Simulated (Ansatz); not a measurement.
## Ansatz (development build ahead of 0.2.0) run

```yaml
crystal:
  periodic: [false, false, false]
  atoms:
    - { symbol: O, position_ang: [0.80222, 1.2806, 0.36876] }
    - { symbol: H, position_ang: [1.1662, 1.26501, 1.28812] }
    - { symbol: H, position_ang: [0.3268, 0.38139, 0.28279] }
    - { symbol: O, position_ang: [-0.72174, -1.14666, -0.3772] }
    - { symbol: H, position_ang: [-0.29699, -1.4563, -1.17476] }
    - { symbol: H, position_ang: [-1.5494, -0.77502, -0.67259] }
basis:
  gaussian: { orbitals: def2-SVP }
total_charge: 1
magnetization:
  spin_polarized: true
  initial_magnetization: 1
hamiltonian:
  xc: hf
output:
  forces: true
```

The input is written out in the form of the current development build from the run's settings.

Results

- Converged: yes
- Total energy: -151.56560 hartree
- Spin squared of the determinant: 0.757
- Stability test: minimum

Forces (eV/Å):
```json
{"atom": "O1", "Fx": "-0.204", "Fy": "-1.134", "Fz": "0.862"}
{"atom": "H2", "Fx": "0.078", "Fy": "0.427", "Fz": "-0.326"}
{"atom": "H3", "Fx": "-0.341", "Fy": "-0.057", "Fz": "-0.752"}
{"atom": "O4", "Fx": "0.680", "Fy": "1.368", "Fz": "-0.172"}
{"atom": "H5", "Fx": "-0.207", "Fy": "-0.228", "Fz": "0.265"}
{"atom": "H6", "Fx": "-0.006", "Fy": "-0.377", "Fz": "0.124"}
```
